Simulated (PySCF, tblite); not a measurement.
# BPH4: protonation, NMR shifts, part 1 of 2

What do calculations give for the protonation, NMR shifts of BPH4 (`BP`)?

Computed with tblite 0.8.0 and PySCF 2.14.0 and routines of our own; the level stands in each step. Atoms count from 0.

## Step 1: The starting structure

6 atoms, charge 0, multiplicity 1; geometry from: start built from the parent or by distance geometry.

## Step 2: Optimising the geometry with GFN2-xTB

The job: settings as JSON, then the geometry in Å.

```
{"job": {"kind": "relax", "xc": "GFN2-xTB", "basis": "xTB"}, "charge": 0, "multiplicity": 1}
B     -0.973200    -0.107000    -0.268000
P      0.928600     0.086600    -0.437500
H     -1.517100     0.944200    -0.120000
H     -1.452000    -0.958900     0.385700
H      1.625300    -1.134600    -0.002800
H      1.394700     1.173700     0.399300
```

Started as:

```bash
$ OMP_NUM_THREADS=1 python redox_run.py task.json out
```

One launch serves the whole session: the jobs run in the order shown.

What it wrote:

```text
step      E/eV     max force
  0    -156.05428    2.731
  1    -156.23280    2.282
  2    -156.67826    1.260
  3    -156.72075    0.701
  4    -156.75270    0.302
  5    -156.75743    0.227
  6    -156.76404    0.218
  7    -156.76925    0.254
  8    -156.77670    0.304
  9    -156.78282    0.326
 10    -156.78885    0.264
 11    -156.79392    0.255
 12    -156.79873    0.270
 13    -156.80312    0.217
 14    -156.80718    0.201
 15    -156.81008    0.171
 16    -156.81160    0.108
 17    -156.81238    0.088
 18    -156.81304    0.116
 19    -156.81427    0.180
 20    -156.81624    0.232
 21    -156.81820    0.184
 22    -156.81897    0.090
 23    -156.81918    0.038
 24    -156.81926    0.032
 25    -156.81936    0.040
 26    -156.81947    0.037
 27    -156.81955    0.021
 28    -156.81957    0.015
 29    -156.81958    0.014
 30    -156.81959    0.014
 31    -156.81961    0.022
 32    -156.81964    0.022
 33    -156.81966    0.012
 34    -156.81967    0.002
```

Run time: 0.23 s. Hardware: 1 thread of Intel Xeon at 2.50GHz, shared host.

Step by step: (not every step is listed)

| step | energy from step 0 (eV) | largest force (eV/Å) |
| --- | --- | --- |
| 0 | 0.0000 | 2.7311 |
| 1 | -0.1785 | 2.2823 |
| 2 | -0.6240 | 1.2603 |
| 3 | -0.6665 | 0.7014 |
| 4 | -0.6984 | 0.3020 |
| 5 | -0.7031 | 0.2274 |
| 6 | -0.7098 | 0.2176 |
| 7 | -0.7150 | 0.2537 |
| 8 | -0.7224 | 0.3042 |
| 10 | -0.7346 | 0.2637 |
| 12 | -0.7445 | 0.2702 |
| 14 | -0.7529 | 0.2008 |
| 16 | -0.7573 | 0.1083 |
| 18 | -0.7588 | 0.1159 |
| 20 | -0.7620 | 0.2316 |
| 22 | -0.7647 | 0.0901 |
| 24 | -0.7650 | 0.0322 |
| 26 | -0.7652 | 0.0366 |
| 28 | -0.7653 | 0.0150 |
| 29 | -0.7653 | 0.0142 |
| 30 | -0.7653 | 0.0145 |
| 31 | -0.7653 | 0.0220 |
| 32 | -0.7654 | 0.0220 |
| 33 | -0.7654 | 0.0117 |
| 34 | -0.7654 | 0.0024 |

Close pairs (by a distance rule), those that changed most:

| bond | before (Å) | after (Å) | change (Å) |
| --- | --- | --- | --- |
| P1–H4 | 1.472 | 1.378 | -0.093 |
| B0–P1 | 1.919 | 1.841 | -0.078 |
| P1–H5 | 1.449 | 1.378 | -0.071 |
| B0–H2 | 1.193 | 1.169 | -0.024 |
| B0–H3 | 1.176 | 1.169 | -0.007 |

The final coordinates are the input of the step that follows.

## Step 3: Vibrational analysis with GFN2-xTB

The job: settings as JSON, then the geometry in Å.

```
{"job": {"kind": "ir", "xc": "GFN2-xTB", "basis": "xTB"}, "charge": 0, "multiplicity": 1}
B     -0.874032    -0.032196    -0.029554
P      0.898491     0.018407    -0.525065
H     -1.487299     0.961611     0.016517
H     -1.413602    -1.063620     0.075097
H      1.478911    -0.969865     0.240348
H      1.403775     1.089645     0.179508
```

What it wrote:

```text
mode    cm-1     km/mol
  1     399.9      0.45
  2     460.9     58.28
  3     574.8      5.58
  4     763.7     32.28
  5     794.1    103.63
  6     848.6      0.93
  7    1119.3     78.87
  8    1157.8     50.31
  9    2340.4     83.88
 10    2432.4    123.33
 11    2639.2     70.94
 12    2681.3     98.63
ZPE 96.971  H(298)-E 109.557  G(298)-E 33.495 kJ/mol  S 255.11 J/(mol K)
```

Run time: 0.29 s. Hardware: 1 thread of Intel Xeon at 2.50GHz, shared host.

Which atoms move in the most intense modes:

| cm⁻¹ | km/mol | atoms |
| --- | --- | --- |
| 461 | 58.3 | H5 35 %, H4 35 %, P1 15 % |
| 794 | 103.6 | B0 30 %, H3 26 %, H2 26 % |
| 1119 | 78.9 | H5 43 %, H4 43 % |
| 1158 | 50.3 | H2 38 %, H3 38 %, B0 15 % |
| 2340 | 83.9 | H4 49 %, H5 48 % |
| 2432 | 123.3 | H5 48 %, H4 48 % |
| 2639 | 70.9 | H3 48 %, H2 48 % |
| 2681 | 98.6 | H2 44 %, H3 44 %, B0 11 % |

## Step 4: Optimising the geometry at PBE0-D3(BJ)/def2-SVP

The job, as its differences from that of step 3:

```diff
@@ -1,2 +1,2 @@
-{"job": {"kind": "ir", "xc": "GFN2-xTB", "basis": "xTB"}, "charge": 0, "multiplicity": 1}
+{"job": {"xc": "PBE0", "basis": "def2-SVP", "d3": "d3bj", "grid": 1, "kind": "geom"}, "charge": 0, "multiplicity": 1}
 B     -0.874032    -0.032196    -0.029554
```

What it wrote:

```text
step   0  E = -368.27468929  max force = 0.018050
step   1  E = -368.27804817  max force = 0.005247
step   2  E = -368.27817131  max force = 0.001216
step   3  E = -368.27818951  max force = 0.000458
step   4  E = -368.27819299  max force = 0.000211
optimisation converged
```

Wall time 11 s (1 thread of Intel Xeon at 2.50GHz, shared host).

Along the way:

| step | energy from step 0 (eV) | largest force component (eV/Å) |
| --- | --- | --- |
| 0 | 0.0000 | 0.9282 |
| 1 | -0.0914 | 0.2698 |
| 2 | -0.0948 | 0.0625 |
| 3 | -0.0952 | 0.0236 |
| 4 | -0.0953 | 0.0109 |

Distances of close pairs at the start and the end, largest changes first:

| bond | before (Å) | after (Å) | change (Å) |
| --- | --- | --- | --- |
| P1–H5 | 1.378 | 1.417 | +0.039 |
| P1–H4 | 1.378 | 1.417 | +0.039 |
| B0–H2 | 1.169 | 1.206 | +0.038 |
| B0–H3 | 1.169 | 1.206 | +0.038 |
| B0–P1 | 1.841 | 1.856 | +0.014 |

The final coordinates are the input of the step that follows.

| at the end point | value |
| --- | --- |
| point group (found at 0.08 Å tolerance) | Cs |
| rotational constants (GHz, main isotopes) | 86.750, 13.143, 12.066 |
| dipole moment (D) | 0.94 |

## Step 5: Harmonic vibrations (BPH4): PBE0-D3(BJ)/def2-SVP

The job: settings as JSON, then the geometry in Å.

```
{"job": {"xc": "PBE0", "basis": "def2-SVP", "d3": "d3bj", "grid": 2, "kind": "hessian"}, "charge": 0, "multiplicity": 1}
B     -0.893739    -0.029679    -0.024842
P      0.903041     0.016452    -0.485836
H     -1.522115     0.999722     0.003517
H     -1.451823    -1.095316     0.066108
H      1.521374    -1.036470     0.233350
H      1.448311     1.149281     0.168096
```

What it wrote:

```text
coarse grid: 5192 points
cycle   1  E = -368.2296944268  dE = -1.330e-01  |g| = 1.193e-01  |ddm| = 2.116e+00
cycle   2  E = -368.2316012405  dE = -1.907e-03  |g| = 1.080e-01  |ddm| = 3.668e-01
cycle   3  E = -368.2363865416  dE = -4.785e-03  |g| = 1.985e-02  |ddm| = 1.665e-01
cycle   4  E = -368.2365140245  dE = -1.275e-04  |g| = 8.506e-03  |ddm| = 3.623e-02
cycle   5  E = -368.2365396797  dE = -2.566e-05  |g| = 8.934e-04  |ddm| = 1.344e-02
cycle   6  E = -368.2365400325  dE = -3.528e-07  |g| = 1.638e-04  |ddm| = 1.651e-03
final grid: 44624 points
cycle   7  E = -368.2781887513  dE = -9.640e-06  |g| = 2.704e-03  |ddm| = 1.562e-02
cycle   8  E = -368.2781876502  dE =  1.101e-06  |g| = 3.120e-03  |ddm| = 7.171e-03
cycle   9  E = -368.2781913598  dE = -3.710e-06  |g| = 2.379e-04  |ddm| = 4.289e-03
cycle  10  E = -368.2781913867  dE = -2.686e-08  |g| = 3.620e-05  |ddm| = 4.168e-04
cycle  11  E = -368.2781913871  dE = -4.632e-10  |g| = 1.232e-05  |ddm| = 6.657e-05
cycle  12  E = -368.2781913872  dE = -5.764e-11  |g| = 1.995e-06  |ddm| = 2.322e-05
converged SCF energy = -368.2781913872

mode    cm-1
  1     396.6
  2     495.2
  3     521.2
  4     757.0
  5     871.5
  6     901.6
  7    1105.0
  8    1159.3
  9    2469.0
 10    2493.5
 11    2591.6
 12    2699.5
ZPE 98.459  H(298)-E 110.998  G(298)-E 34.874 kJ/mol  S 255.32 J/(mol K)
```

It took 40 s on 1 thread of Intel Xeon at 2.50GHz, shared host; peak memory 0.67 GiB.

Zero-point energy 98.46 kJ/mol (xTB gave 96.97).

## Step 6: Single point (BPH₄): M06-2X/def2-TZVP

Geometry: PBE0-D3(BJ)/def2-SVP.

The job: settings as JSON, then the geometry in Å.

```
{"job": {"kind": "sp", "xc": "M06-2X", "basis": "def2-TZVP", "grid": 3}, "charge": 0, "multiplicity": 1}
B     -0.893739    -0.029679    -0.024842
P      0.903041     0.016452    -0.485836
H     -1.522115     0.999722     0.003517
H     -1.451823    -1.095316     0.066108
H      1.521374    -1.036470     0.233350
H      1.448311     1.149281     0.168096
```

What it wrote:

```text
coarse grid: 21480 points
cycle   1  E = -368.5449478107  dE = -8.833e-02  |g| = 1.409e-01  |ddm| = 1.546e+00
cycle   2  E = -368.5521671388  dE = -7.219e-03  |g| = 5.517e-02  |ddm| = 1.948e-01
cycle   3  E = -368.5531143602  dE = -9.472e-04  |g| = 2.494e-02  |ddm| = 6.927e-02
cycle   4  E = -368.5533422772  dE = -2.279e-04  |g| = 5.313e-03  |ddm| = 2.650e-02
cycle   5  E = -368.5533526989  dE = -1.042e-05  |g| = 1.972e-03  |ddm| = 7.400e-03
cycle   6  E = -368.5533542235  dE = -1.525e-06  |g| = 4.796e-04  |ddm| = 2.226e-03
final grid: 72464 points
cycle   7  E = -368.5532518808  dE = -7.263e-06  |g| = 1.301e-03  |ddm| = 6.713e-03
cycle   8  E = -368.5532522082  dE = -3.273e-07  |g| = 6.137e-04  |ddm| = 1.422e-03
cycle   9  E = -368.5532522852  dE = -7.705e-08  |g| = 1.205e-04  |ddm| = 5.519e-04
cycle  10  E = -368.5532522936  dE = -8.341e-09  |g| = 3.847e-05  |ddm| = 2.042e-04
converged SCF energy = -368.5532522936
```

Run time: 6.9 s. Hardware: 1 thread of Intel Xeon at 2.50GHz, shared host.

## Step 7: Relaxing the molecule with GFN2-xTB

This step treats BPH5+, `B[PH3+]`.

The job: settings as JSON, then the geometry in Å.

```
{"job": {"kind": "relax", "xc": "GFN2-xTB", "basis": "xTB"}, "charge": 1, "multiplicity": 1}
B     -0.877500    -0.035800    -0.030100
P      0.892300     0.025100    -0.508900
H     -1.504700     0.992100     0.006700
H     -1.454300    -1.080700     0.045500
H      1.518100    -1.040300     0.244700
H      1.437300     1.147600     0.159300
H      1.042100     0.094500    -1.888100
```

What it wrote:

```text
step      E/eV     max force
  0    -158.28855    1.838
  1    -158.40243    0.948
  2    -158.47588    0.933
  3    -158.51593    0.815
  4    -158.59839    0.490
  5    -158.60984    0.337
  6    -158.61958    0.296
  7    -158.62696    0.258
  8    -158.63094    0.214
  9    -158.63320    0.145
 10    -158.63451    0.126
 11    -158.63545    0.126
 12    -158.63605    0.064
 13    -158.63626    0.035
 14    -158.63636    0.035
 15    -158.63648    0.047
 16    -158.63664    0.046
 17    -158.63677    0.031
 18    -158.63684    0.019
 19    -158.63688    0.020
 20    -158.63692    0.024
 21    -158.63699    0.027
 22    -158.63706    0.032
 23    -158.63711    0.021
 24    -158.63713    0.009
```

Wall time 0.2 s (1 thread of Intel Xeon at 2.50GHz, shared host).

Along the way:

| step | energy from step 0 (eV) | largest force (eV/Å) |
| --- | --- | --- |
| 0 | 0.0000 | 1.8380 |
| 1 | -0.1139 | 0.9479 |
| 2 | -0.1873 | 0.9332 |
| 3 | -0.2274 | 0.8150 |
| 4 | -0.3098 | 0.4900 |
| 5 | -0.3213 | 0.3365 |
| 6 | -0.3310 | 0.2959 |
| 7 | -0.3384 | 0.2581 |
| 8 | -0.3424 | 0.2139 |
| 9 | -0.3447 | 0.1450 |
| 10 | -0.3460 | 0.1265 |
| 11 | -0.3469 | 0.1259 |
| 12 | -0.3475 | 0.0643 |
| 13 | -0.3477 | 0.0355 |
| 14 | -0.3478 | 0.0354 |
| 15 | -0.3479 | 0.0473 |
| 16 | -0.3481 | 0.0460 |
| 17 | -0.3482 | 0.0305 |
| 18 | -0.3483 | 0.0193 |
| 19 | -0.3483 | 0.0199 |
| 20 | -0.3484 | 0.0245 |
| 21 | -0.3484 | 0.0271 |
| 22 | -0.3485 | 0.0320 |
| 23 | -0.3486 | 0.0212 |
| 24 | -0.3486 | 0.0090 |

Close pairs (by a distance rule), those that changed most:

| bond | before (Å) | after (Å) | change (Å) |
| --- | --- | --- | --- |
| P1–H4 | 1.447 | 1.376 | -0.071 |
| B0–P1 | 1.834 | 1.880 | +0.046 |
| P1–H5 | 1.415 | 1.377 | -0.039 |
| B0–H2 | 1.205 | 1.167 | -0.038 |
| B0–H3 | 1.196 | 1.167 | -0.029 |
| P1–H6 | 1.389 | 1.378 | -0.011 |

The end geometry stands in the next job.

## Step 8: Infrared spectrum with GFN2-xTB

The job: settings as JSON, then the geometry in Å.

```
{"job": {"kind": "ir", "xc": "GFN2-xTB", "basis": "xTB"}, "charge": 1, "multiplicity": 1}
B     -0.978595    -0.026358    -0.051641
P      0.870817     0.039990    -0.384610
H     -1.586167     0.967616     0.011386
H     -1.510132    -1.060131     0.047902
H      1.612016    -1.024096     0.076836
H      1.530488     1.159373     0.069975
H      1.114938     0.046047    -1.740695
```

What it wrote:

```text
mode    cm-1     km/mol
  1      43.1      1.11
  2     413.7      0.34
  3     481.7      0.05
  4     683.2      3.03
  5     760.3    107.56
  6     760.9      0.31
  7     940.2     20.15
  8    1012.0      2.89
  9    1023.4     17.66
 10    1115.4      1.45
 11    2373.2      0.56
 12    2430.5      5.53
 13    2445.8      7.59
 14    2658.3      0.16
 15    2719.7      0.50
ZPE 118.799  H(298)-E 133.502  G(298)-E 52.403 kJ/mol  S 272.01 J/(mol K)
```

Wall time 0.54 s (1 thread of Intel Xeon at 2.50GHz, shared host).

The strongest bands and the atoms that carry them (share of the mass-weighted mode):

| cm⁻¹ | km/mol | atoms |
| --- | --- | --- |
| 683 | 3.0 | B0 60 %, P1 24 % |
| 760 | 107.6 | H3 33 %, H2 33 %, B0 26 % |
| 940 | 20.1 | H6 38 %, H5 26 %, H4 26 % |
| 1012 | 2.9 | H6 50 %, H4 25 %, H5 24 % |
| 1023 | 17.7 | H5 46 %, H4 45 % |
| 1115 | 1.4 | H2 43 %, H3 43 %, B0 12 % |
| 2430 | 5.5 | H6 52 %, H5 24 %, H4 20 % |
| 2446 | 7.6 | H4 50 %, H5 46 % |

## Step 9: Geometry optimisation at PBE0-D3(BJ)/def2-SVP

This step treats BPH5+, `B[PH3+]`.

The job, as its differences from that of step 8:

```diff
@@ -1,2 +1,2 @@
-{"job": {"kind": "ir", "xc": "GFN2-xTB", "basis": "xTB"}, "charge": 1, "multiplicity": 1}
+{"job": {"xc": "PBE0", "basis": "def2-SVP", "d3": "d3bj", "grid": 1, "kind": "geom"}, "charge": 1, "multiplicity": 1}
 B     -0.978595    -0.026358    -0.051641
```

What it wrote:

```text
step   0  E = -368.58067581  max force = 0.019063
step   1  E = -368.58591788  max force = 0.003950
step   2  E = -368.58601970  max force = 0.000199
step   3  E = -368.58602045  max force = 0.000048
optimisation converged
```

Wall time 8.4 s (1 thread of Intel Xeon at 2.50GHz, shared host).

Step by step:

| step | energy from step 0 (eV) | largest force component (eV/Å) |
| --- | --- | --- |
| 0 | 0.0000 | 0.9803 |
| 1 | -0.1426 | 0.2031 |
| 2 | -0.1454 | 0.0102 |
| 3 | -0.1454 | 0.0025 |

Close pairs (by a distance rule), those that changed most:

| bond | before (Å) | after (Å) | change (Å) |
| --- | --- | --- | --- |
| B0–P1 | 1.880 | 1.963 | +0.082 |
| P1–H6 | 1.378 | 1.416 | +0.038 |
| P1–H4 | 1.376 | 1.412 | +0.035 |
| P1–H5 | 1.377 | 1.412 | +0.035 |
| B0–H2 | 1.167 | 1.197 | +0.030 |
| B0–H3 | 1.167 | 1.197 | +0.030 |

The next job starts from the end point, and lists it.

| at the end point | value |
| --- | --- |
| point group (found at 0.08 Å tolerance) | Cs |
| rotational constants (GHz, main isotopes) | 67.743, 11.216, 10.651 |

## Step 10: Harmonic vibrations (BPH₅+): PBE0-D3(BJ)/def2-SVP

The job: settings as JSON, then the geometry in Å.

```
{"job": {"xc": "PBE0", "basis": "def2-SVP", "d3": "d3bj", "grid": 2, "kind": "hessian"}, "charge": 1, "multiplicity": 1}
B     -1.028388    -0.028580    -0.050125
P      0.904817     0.041408    -0.381078
H     -1.591735     1.026410     0.000189
H     -1.510866    -1.120440     0.038293
H      1.633222    -1.065526     0.105313
H      1.546002     1.203828     0.098850
H      1.106755     0.045733    -1.782389
```

What it wrote:

```text
coarse grid: 5816 points
cycle   1  E = -368.5285792882  dE =  1.259e-01  |g| = 1.913e-01  |ddm| = 2.200e+00
cycle   2  E = -368.5388614951  dE = -1.028e-02  |g| = 1.227e-01  |ddm| = 5.091e-01
cycle   3  E = -368.5439058105  dE = -5.044e-03  |g| = 1.421e-02  |ddm| = 1.944e-01
cycle   4  E = -368.5439673918  dE = -6.158e-05  |g| = 1.839e-03  |ddm| = 1.882e-02
cycle   5  E = -368.5439687239  dE = -1.332e-06  |g| = 3.298e-04  |ddm| = 3.309e-03
final grid: 50000 points
cycle   6  E = -368.5860220767  dE = -1.089e-05  |g| = 2.766e-03  |ddm| = 1.825e-02
cycle   7  E = -368.5860231761  dE = -1.099e-06  |g| = 2.112e-03  |ddm| = 6.306e-03
cycle   8  E = -368.5860246666  dE = -1.490e-06  |g| = 7.722e-05  |ddm| = 2.931e-03
cycle   9  E = -368.5860246691  dE = -2.506e-09  |g| = 1.749e-05  |ddm| = 1.327e-04
cycle  10  E = -368.5860246692  dE = -1.126e-10  |g| = 6.415e-06  |ddm| = 2.649e-05
cycle  11  E = -368.5860246692  dE = -1.421e-11  |g| = 4.415e-07  |ddm| = 8.851e-06
converged SCF energy = -368.5860246692

mode    cm-1
  1      61.2
  2     457.2
  3     486.7
  4     628.8
  5     813.4
  6     925.1
  7     965.3
  8    1066.0
  9    1088.9
 10    1125.0
 11    2489.4
 12    2525.8
 13    2542.2
 14    2658.0
 15    2813.6
ZPE 123.495  H(298)-E 137.852  G(298)-E 57.167 kJ/mol  S 270.62 J/(mol K)
```

It took 51 s on 1 thread of Intel Xeon at 2.50GHz, shared host; peak memory 0.86 GiB.

Zero-point energy 123.50 kJ/mol (xTB gave 118.80).

## Step 11: Single point (BPH₅+): M06-2X/def2-TZVP

Geometry: PBE0-D3(BJ)/def2-SVP.

The job, as its differences from that of step 10:

```diff
@@ -1,2 +1,2 @@
-{"job": {"xc": "PBE0", "basis": "def2-SVP", "d3": "d3bj", "grid": 2, "kind": "hessian"}, "charge": 1, "multiplicity": 1}
+{"job": {"kind": "sp", "xc": "M06-2X", "basis": "def2-TZVP", "grid": 3}, "charge": 1, "multiplicity": 1}
 B     -1.028388    -0.028580    -0.050125
```

What it wrote:

```text
coarse grid: 23952 points
cycle   1  E = -368.8326089831  dE =  1.830e-01  |g| = 2.575e-01  |ddm| = 1.603e+00
cycle   2  E = -368.8571895340  dE = -2.458e-02  |g| = 1.274e-01  |ddm| = 3.739e-01
cycle   3  E = -368.8613934189  dE = -4.204e-03  |g| = 2.244e-02  |ddm| = 1.363e-01
cycle   4  E = -368.8615228195  dE = -1.294e-04  |g| = 3.638e-03  |ddm| = 2.036e-02
cycle   5  E = -368.8615288993  dE = -6.080e-06  |g| = 6.998e-04  |ddm| = 4.258e-03
final grid: 82272 points
cycle   6  E = -368.8611676059  dE = -7.434e-06  |g| = 1.344e-03  |ddm| = 6.274e-03
cycle   7  E = -368.8611679446  dE = -3.388e-07  |g| = 6.014e-04  |ddm| = 1.223e-03
cycle   8  E = -368.8611680061  dE = -6.147e-08  |g| = 8.486e-05  |ddm| = 4.094e-04
cycle   9  E = -368.8611680115  dE = -5.430e-09  |g| = 2.624e-05  |ddm| = 1.305e-04
converged SCF energy = -368.8611680115
```

It took 8 s on 1 thread of Intel Xeon at 2.50GHz, shared host; peak memory 0.49 GiB.

## Step 12: Protonation: M06-2X/def2-TZVP

This step combines the energies above: geometries from PBE0-D3(BJ)/def2-SVP, zero-point and thermal terms from PBE0-D3(BJ)/def2-SVP.

The job: settings as JSON, then the geometry in Å.

```
{"job": {"kind": "pa", "geom": {"xc": "PBE0", "basis": "def2-SVP", "d3": "d3bj", "grid": 1}, "hess": 1, "level": {"xc": "M06-2X", "basis": "def2-TZVP", "grid": 3}}, "charge": 0, "multiplicity": 1}
B     -0.893739    -0.029679    -0.024842
P      0.903041     0.016452    -0.485836
H     -1.522115     0.999722     0.003517
H     -1.451823    -1.095316     0.066108
H      1.521374    -1.036470     0.233350
H      1.448311     1.149281     0.168096
```

Output (the driver's rows laid out field by field):

```text
protonation site by site, M06-2X/def2-TZVP // PBE0-D3(BJ)/def2-SVP

row 1
  formula                 BH5P
  charge                  1
  multiplicity            1
  smiles                  B[PH3+]
  kept                    yes
  pieces                  1
  point_group             Cs
  atom                    1
  element                 P
  electronic              808.43
  enthalpy                787.78
  free_energy             759.85
  share_gas               1.0
```

It took 2.1 min on 1 thread of Intel Xeon at 2.50GHz, shared host; peak memory 0.49 GiB.

Energy given off on adding a proton (kJ/mol, gas phase, 298 K for the thermal columns):

| site | product | electronic | enthalpy | free energy |
| --- | --- | --- | --- | --- |
| P1 | B[PH3+] | 808.4 | 787.8 | 759.9 |

## Step 13: NMR shifts: GIAO PBE0/pcSseg-1

The job: settings as JSON, then the geometry in Å.

```
{"job": {"kind": "nmr", "xc": "PBE0", "basis": "pcSseg-1", "pop": false}, "charge": 0, "multiplicity": 1}
B     -0.893739    -0.029679    -0.024842
P      0.903041     0.016452    -0.485836
H     -1.522115     0.999722     0.003517
H     -1.451823    -1.095316     0.066108
H      1.521374    -1.036470     0.233350
H      1.448311     1.149281     0.168096
```

Method: GIAO PBE0/pcSseg-1 NMR shielding, non-relativistic, gas phase.

What it wrote:

```text
coarse grid: 5192 points
cycle   1  E = -368.3652545564  dE = -1.180e-01  |g| = 1.321e-01  |ddm| = 1.951e+00
cycle   2  E = -368.3672081516  dE = -1.954e-03  |g| = 1.147e-01  |ddm| = 3.477e-01
cycle   3  E = -368.3723283821  dE = -5.120e-03  |g| = 2.282e-02  |ddm| = 1.751e-01
cycle   4  E = -368.3724993516  dE = -1.710e-04  |g| = 9.065e-03  |ddm| = 3.543e-02
cycle   5  E = -368.3725248618  dE = -2.551e-05  |g| = 1.319e-03  |ddm| = 1.238e-02
cycle   6  E = -368.3725252488  dE = -3.871e-07  |g| = 1.196e-04  |ddm| = 1.589e-03
final grid: 44624 points
cycle   7  E = -368.3837953768  dE = -1.136e-05  |g| = 3.013e-03  |ddm| = 1.256e-02
cycle   8  E = -368.3837940288  dE =  1.348e-06  |g| = 3.531e-03  |ddm| = 6.706e-03
cycle   9  E = -368.3837983113  dE = -4.282e-06  |g| = 2.264e-04  |ddm| = 4.270e-03
cycle  10  E = -368.3837983342  dE = -2.295e-08  |g| = 4.111e-05  |ddm| = 4.437e-04
cycle  11  E = -368.3837983348  dE = -5.743e-10  |g| = 9.115e-06  |ddm| = 5.901e-05
converged SCF energy = -368.3837983348

GIAO shielding tensors (ppm)
atom      isotropic    diamagn.    paramagn.     s11        s22        s33       span
  0 B       13.496     196.143    -182.648    -94.060     -9.125    143.672    237.732
  1 P      455.555     968.155    -512.599    326.452    475.528    564.686    238.234
  2 H       22.812      28.941      -6.129     14.156     27.103     27.178     13.022
  3 H       22.813      28.943      -6.130     14.155     27.102     27.180     13.025
  4 H       27.343      29.445      -2.102     23.348     25.156     33.523     10.175
  5 H       27.342      29.443      -2.101     23.348     25.156     33.523     10.175
```

Run time: 3.7 s. Hardware: 1 thread of Intel Xeon at 2.50GHz, shared host; peak memory 0.49 GiB.

Shifts follow as δ = σ(reference) − σ, with reference shieldings (ppm) from runs at the same level and on the same kind of geometry: ¹H TMS 31.27, ³¹P H3PO4 310.1, ¹¹B BF3·OEt2 100.7. The references are single molecules in the gas phase, so shifts against H2O, NH3, PH3, H3PO4 or CFCl3 are not on the usual liquid scales and can be off by tens of ppm. Atoms listed in one row are averaged.

| atoms | environment | σ (ppm) | δ (ppm) |
| --- | --- | --- | --- |
| H2, H3 | hydrogen on a boron bonded to P | 22.81 | 8.45 |
| H4, H5 | hydrogen on a phosphorus bonded to B | 27.34 | 3.92 |
| B0 | boron bonded to P, 2 H | 13.5 | 87.2 |
| P1 | phosphorus bonded to B, 2 H | 455.6 | -145.4 |

(Continued in part 2 of 2.)
